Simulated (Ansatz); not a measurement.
Name a neutral molecule of C, O, S and H with HOMO–LUMO gap (PBE0/def2-TZVPP) between 6.25 and 6.55 eV and size of the dipole moment (PBE/def2-TZVPP) between 2.45 and 2.75 D (Ansatz, PBE0-D4/def2-TZVP geometry).

`C/C(S)=C/O` (6.45 eV, 2.68 D). Other molecules can fit too; these were computed, each in one conformer that needn't be the lowest.
